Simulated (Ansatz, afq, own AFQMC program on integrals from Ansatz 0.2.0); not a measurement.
## H2O⁺, doublet: AFQMC among the cluster methods

```xyz
3

O     0.0000   -0.0646    0.0000
H     0.0000    0.5128   -0.8211
H     0.0000    0.5128    0.8211
```

Basis cc-pVDZ. Noble-gas cores (and the filled d shells of Ga–Kr and In–Xe) are frozen. AFQMC by an in-house program on the Cholesky factors that Ansatz 0.2.0 writes for its CCSD(T) run. ph-AFQMC/CISD is guided by a CISD state made of CCSD amplitudes; releasing the constraint for a short imaginary time cuts its bias at the price of noise, slowly where states lie close. Free projection: walkers drawn from exp(T), propagated without any constraint. Its projection time is finite, and what remains of the start isn't in its error. ± is one standard error of the sampling.

Determinant: UHF, the one that the program's search chose, which needn't be the lowest solution. The geometry is a PBE0/def2-TZVP stationary point of this or a neighbouring charge and spin state.

Full CI on the same integrals is exact in this basis and with this determinant's frozen core.

```
T1 diagnostic                               : 0.0076
weight of the determinant in the CISD state : 0.954
⟨S²⟩ of the determinant                     : 0.757
size of the correlated space                : 7 electrons in 23 orbitals
```

| level | correlation energy (eV) |
| --- | --- |
| MP2 | -4.1697 |
| CCSD | -4.6301 |
| CCSD(T) | -4.6904 |

Estimate where AFQMC with the constraint released lies against CCSD(T) on the same integrals.

0.15 ± 0.12 kcal/mol below CCSD(T). The gap is under twice the noise, so this walk alone can't tell the two apart.

Reference: full CI, correlation energy -4.704 eV. The released energy is read at 2.40 1/Eh (meV from the phaseless value at times in 1/Eh: 3 ± 4 at 0.24, 2 ± 4 at 0.51, -4 ± 4 at 0.99, 3 ± 3 at 1.62, 10 ± 5 at 2.40).

```
         level  E − E(reference) (kcal/mol)  share of correlation (%)
       CCSD(T)                         0.31                     99.72
         CCSDT                         0.15                     99.86
      CCSDT(Q)                         0.01                     99.99
   ph-AFQMC/HF                  0.29 ± 0.63                     99.73
 ph-AFQMC/CISD                 -0.08 ± 0.10                    100.07
released AFQMC                  0.15 ± 0.12                     99.86
    free AFQMC                  0.03 ± 0.20                     99.97
```

CCSDT and higher add their correlation energy to the determinant of the CCSD(T) run, since their own runs factorise the integrals more tightly (a shift of under 2 meV). Free projections are given only where their last times agree within the noise and don't stop above the reference; a slow remainder of the start can still hide under it. A walk keeps the symmetry of its determinant, which the program's search chose and which needn't be the lowest solution, so a lower state of the same spin and another symmetry isn't excluded. Released energies are given only where the last usable release times agree within the noise; a slower fall can still hide under it.
